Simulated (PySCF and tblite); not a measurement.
Results of a calculation; reference values are marked as such.
System: C₃H₅NO, numbered as in [NH2:1]/[CH:2]=[CH:3]/[CH:4]=[O:5].

For the rotation about the C3–C4 bond (torsion C2–C3–C4–O5 from 0° to 179°, rising): electronic barrier 13.93 kcal/mol, zero-point change -0.31 kcal/mol, thermal and entropy terms at 350 K a further 0.80 kcal/mol (symmetry numbers apart). The minimum is Cs, the saddle C1. The path came from a restrained scan, a climbing-image band and a saddle search at GFN2-xTB; energies are BHandHLYP/pcSseg-1 + D3(BJ)//GFN2-xTB, thermal terms GFN2-xTB. Rate constants are transition-state-theory values, counting equivalent paths, without tunnelling. Run with tblite and PySCF.

(1) How many equivalent paths lead out of the minimum?

(2) Work out the rate at 350 K.

Answers

(1) 2: the symmetry number of the minimum is 1, that of the saddle displaced along its mode 1, and the displaced saddle is chiral while the minimum is not, which doubles the count.

(2) ΔG‡ = 14.42 kcal/mol; k_B T/h = 7.3×10¹² s⁻¹; exp(−ΔG‡/RT) = 9.9×10⁻¹⁰; times 2 gives k = 1.4×10⁴ s⁻¹. Wigner's tunnelling factor for the 292i cm⁻¹ mode would be 1.06.
